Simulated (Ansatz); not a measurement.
**Zinc-blende HgSe**

Method: PBE (plane waves, PAW; Ansatz, an electronic-structure program).

Numerical settings: plane-wave cutoff 500 eV, 12×12×12 k mesh, Fermi–Dirac smearing 0.05 eV, scalar-relativistic PAW data made under PBE.

Cell (relaxed at this level):

```cif
data_Hg4Se4
_chemical_formula_sum 'Hg4 Se4'
_space_group_name_H-M_alt 'F-43m'
_space_group_IT_number 216
_space_group_name_Hall 'F -4 2 3'
_cell_length_a 6.26113
_cell_length_b 6.26113
_cell_length_c 6.26113
_cell_angle_alpha 90.000
_cell_angle_beta 90.000
_cell_angle_gamma 90.000
loop_
_atom_site_label
_atom_site_type_symbol
_atom_site_symmetry_multiplicity
_atom_site_Wyckoff_symbol
_atom_site_fract_x
_atom_site_fract_y
_atom_site_fract_z
_atom_site_occupancy
Hg1 Hg 4 a 0.00000 0.00000 0.00000 1
Se1 Se 4 c 0.25000 0.25000 0.25000 1
```
(The calculation used a cell of 2 atoms; values per cell refer to that cell.)

band gap: zero (no gap)

Spin–orbit coupling is not included; it can shift volumes and moduli of such heavy elements.

Static lattice: no zero-point or thermal effects.

Cost on a shared machine: roughly 70 core-seconds.
